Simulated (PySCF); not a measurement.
Compound: nitrogen sulfide cation, NS (charge +1).
Cartesian coordinates in Å at the PBE0-D3(BJ)/def2-TZVP level; atoms count from 1:
```
atom  x, y, z in Å
N1     0.0060    0.6703   -0.1983
S2     0.0119   -0.6992    0.1862
```

Theory: PBE0-D3(BJ)/def2-TZVP geometry optimisation, gas phase (PySCF).

Take the most abundant isotopes and a rigid rotor. 

(1) What are the moment of inertia and the rotational constant?

(2) List the first levels of a rigid rotor in a Σ state.

(3) Where do the first rotational lines fall?

(4) Estimate the classical rotational partition function at 50 K, 200 K and 298.15 K.

Results:

(1) I = 19.707 u·Å², B = 505379 MHz·u·Å²/I = 25645 MHz (0.8554 cm⁻¹, or 1.231 K as hB/k). For two atoms I = μr² with μ = 9.7380 u and r = 1.4226 Å.

(2) E(J) = BJ(J+1): J = 1: 1.711, J = 2: 5.133, J = 3: 10.265, J = 4: 17.109, J = 5: 25.663, J = 6: 35.928 cm⁻¹.

(3) The dipole is 2.13 D (about the centre of mass, as the species is charged); J+1 ← J lies at 2B(J+1): 1 ← 0 at 51.29 GHz, 2 ← 1 at 102.58 GHz, 3 ← 2 at 153.87 GHz, 4 ← 3 at 205.16 GHz, 5 ← 4 at 256.45 GHz, 6 ← 5 at 307.74 GHz.

(4) Point group C∞v, symmetry number σ = 1; q = kT/(σhB), k/h = 20836.6 MHz/K: 40.6 at 50 K, 162 at 200 K, 242 at 298.15 K.

Not checked by PBE0-D3(BJ)/def2-TZVP frequencies. Geometry: PBE0-D3(BJ)/def2-TZVP; no solvent, vibrations or thermal averaging. No vibrational averaging or centrifugal distortion is included, and the geometry carries the error of its method.

The run took 4.1 s of wall time on an Arm Neoverse V1 with one thread (shared host), and the process peaked at 0.28 GiB of memory. These figures are those of the optimisation.
